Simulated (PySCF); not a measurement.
Molecule: SMILES N1=CN(C)N=C1, C3H5N3.

Bonds (- single, = double, # triple, : aromatic): C1-N2 1.438 Å, N2:C3 1.349 Å, C3:N4 1.315 Å, N4:C5 1.353 Å, C5:N6 1.321 Å, N6:N2 1.336 Å. C1 carries H7, H8, H9; C3 carries H10; C5 carries H11.

Geometry PBE0-D3(BJ)/def2-SVP throughout; GIAO in PySCF 2.14.0 with density-fitted response routines, gas phase, one conformer, non-relativistic; equivalent atoms averaged; functional PBE0.

A run gave: C5 166.8, C3 157.2, C1 39.7, N6 349.7, N4 308.8, N2 225.5, H11 8.10, H10 7.65, H7/H8/H9 4.11 ppm (shifts δ (against TMS, NH3 at the same level)).

Problem. Which basis set was used in that run?
A. cc-pVTZ
B. IGLO-III
C. pcSseg-0
D. aug-cc-pVDZ
E. cc-pVDZ

Solution. C. C3 tells them apart best: pcSseg-0 gives 157.2, cc-pVTZ gives 144.9, IGLO-III gives 149.4, cc-pVDZ gives 139.8, aug-cc-pVDZ gives 141.4 ppm.
